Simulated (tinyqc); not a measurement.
Inside a calculation. Method: extended Hueckel theory, for CO. Computed by tinyqc, a small Python program that keeps every step (integrals from PySCF). Settings: charge = 0, K = 1.75, weighted = 1, multiplicity = 1. Command: `OMP_NUM_THREADS=1 python tinyqc.py 25938 25939 out.jsonl` (the two numbers bound the seeds that draw the settings). One thread of a shared host (Intel(R) Xeon(R) Processor @ 2.60GHz), about 0.01 s of CPU time with the checks.

## Overlaps

Geometry (angstrom):
```
atom         x         y         z
C     0.000000  0.000000  0.000000
O     0.000000  0.000000  1.043000
```

Parameters chosen for this run:
```
element  shell  Slater exponent   H_ii (eV)
C           2s         1.625000  -21.400000
C           2p         1.625000  -11.400000
O           2s         2.275000  -32.300000
O           2p         2.275000  -14.800000
```

Slater orbitals, each expanded in six Gaussians scaled to its exponent.

overlap S, order 1C 2s, 1C 2px, 1C 2py, 1C 2pz, 2O 2s, 2O 2px, 2O 2py, 2O 2pz:
$$\begin{pmatrix}
1.000000 & 0.000000 & 0.000000 & 0.000000 & 0.473559 & 0.000000 & 0.000000 & -0.349675 \\
0.000000 & 1.000000 & 0.000000 & 0.000000 & 0.000000 & 0.301162 & 0.000000 & 0.000000 \\
0.000000 & 0.000000 & 1.000000 & 0.000000 & 0.000000 & 0.000000 & 0.301162 & 0.000000 \\
0.000000 & 0.000000 & 0.000000 & 1.000000 & 0.536183 & 0.000000 & 0.000000 & -0.275518 \\
0.473559 & 0.000000 & 0.000000 & 0.536183 & 1.000000 & 0.000000 & 0.000000 & 0.000000 \\
0.000000 & 0.301162 & 0.000000 & 0.000000 & 0.000000 & 1.000000 & 0.000000 & 0.000000 \\
0.000000 & 0.000000 & 0.301162 & 0.000000 & 0.000000 & 0.000000 & 1.000000 & 0.000000 \\
-0.349675 & 0.000000 & 0.000000 & -0.275518 & 0.000000 & 0.000000 & 0.000000 & 1.000000
\end{pmatrix}$$

## Wolfsberg-Helmholz matrix

diagonal H_ii (eV): 1C 2s -21.400000, 1C 2px -11.400000, 1C 2py -11.400000, 1C 2pz -11.400000, 2O 2s -32.300000, 2O 2px -14.800000, 2O 2py -14.800000, 2O 2pz -14.800000

K = 1.750000

H_ij = K' S_ij (H_ii + H_jj)/2 for i != j (the diagonal keeps H_ii), with K' = K + D^2 + D^4 (1 - K), D = (H_ii - H_jj)/(H_ii + H_jj), K = 1.75.

H (eV), order 1C 2s, 1C 2px, 1C 2py, 1C 2pz, 2O 2s, 2O 2px, 2O 2py, 2O 2pz:
$$\begin{pmatrix}
-21.400000 & 0.000000 & 0.000000 & 0.000000 & -22.759017 & 0.000000 & 0.000000 & 11.281087 \\
0.000000 & -11.400000 & 0.000000 & 0.000000 & 0.000000 & -6.969739 & 0.000000 & 0.000000 \\
0.000000 & 0.000000 & -11.400000 & 0.000000 & 0.000000 & 0.000000 & -6.969739 & 0.000000 \\
0.000000 & 0.000000 & 0.000000 & -11.400000 & -22.722342 & 0.000000 & 0.000000 & 6.376268 \\
-22.759017 & 0.000000 & 0.000000 & -22.722342 & -32.300000 & 0.000000 & 0.000000 & 0.000000 \\
0.000000 & -6.969739 & 0.000000 & 0.000000 & 0.000000 & -14.800000 & 0.000000 & 0.000000 \\
0.000000 & 0.000000 & -6.969739 & 0.000000 & 0.000000 & 0.000000 & -14.800000 & 0.000000 \\
11.281087 & 0.000000 & 0.000000 & 6.376268 & 0.000000 & 0.000000 & 0.000000 & -14.800000
\end{pmatrix}$$

## Orbitals

valence electrons = 10

Solve H C = S C e through S^(-1/2); fill by pairs from the bottom, a degenerate level sharing its electrons equally; each orbital has its largest coefficient positive (the first on a tie).

orbital energies (eV): [-35.456306, -19.174919, -15.872114, -15.872114, -12.924661, -8.324437, -8.324437, 76.389838]

occupations: [2.000000, 2.000000, 2.000000, 2.000000, 2.000000, 0.000000, 0.000000, 0.000000]

coefficients, order 1C 2s, 1C 2px, 1C 2py, 1C 2pz, 2O 2s, 2O 2px, 2O 2py, 2O 2pz:
$$\begin{pmatrix}
0.321967 & 0.623217 & 0.000000 & 0.000000 & 0.428266 & 0.000000 & 0.000000 & -1.222644 \\
0.000000 & 0.000000 & 0.353416 & -0.176949 & 0.000000 & 0.873697 & 0.424481 & 0.000000 \\
0.000000 & 0.000000 & 0.176949 & 0.353416 & 0.000000 & -0.424481 & 0.873697 & 0.000000 \\
0.121167 & -0.381861 & 0.000000 & 0.000000 & -0.545303 & 0.000000 & 0.000000 & -1.330413 \\
0.751291 & -0.287537 & 0.000000 & 0.000000 & 0.076693 & 0.000000 & 0.000000 & 1.442433 \\
0.000000 & 0.000000 & 0.721809 & -0.361397 & 0.000000 & -0.602122 & -0.292538 & 0.000000 \\
0.000000 & 0.000000 & 0.361397 & 0.721809 & 0.000000 & 0.292538 & -0.602122 & 0.000000 \\
0.037312 & -0.556454 & 0.000000 & 0.000000 & 0.725523 & 0.000000 & 0.000000 & -0.909482
\end{pmatrix}$$

sum of one-electron energies = -198.600229 eV

Within a degenerate level the vectors are fixed only up to a rotation; this is one choice.

## Mulliken analysis

P = C n C^T; charge = valence electrons (C 4, O 6) minus the sum of (P S)_ii on the atom; overlap population = 2 sum P_ij S_ij between two atoms.

charges: 1C 0.347891, 2O -0.347891

Overlap populations:
```
pair     value
2-1   1.521193
```
